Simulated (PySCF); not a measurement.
B3LYP has the VWN-RPA correlation part, as in Gaussian. Delta-SCF ions had no search for a lower state. Excitations are Tamm–Dancoff values on a coarser integration grid. The basis has no diffuse functions, so Rydberg states are missing or too high.

# AlF3, SMILES `[F][Al]([F])[F]` (charge 0, multiplicity 1)

All values below come from PySCF 2.14.0 with B3LYP-D3(BJ)/def2-TZVP.

The HOMO comes out as -11.41 eV and the dipole moment is 0.00 D. The HOMO–LUMO gap is 9.49 eV, the LUMO is -1.92 eV and the S1 excitation (TDA) is 8.12 eV. The S1 oscillator strength is 0.000 and the brightest of the four lowest singlets (TDA) is 8.91 eV. The T1 excitation (TDA) is 7.89 eV. The S1–T1 gap (TDA) is 0.23 eV and the vertical ionisation energy (Delta-SCF) comes out as 14.32 eV. The total energy is -542.3609 Ha and the cost comes out as about 27 core-seconds (a rough figure).

```xyz
4

F     -0.8658    -1.3859     0.0003
Al     0.0001     0.0000     0.0000
F      1.6333    -0.0567    -0.0007
F     -0.7676     1.4427     0.0004
```
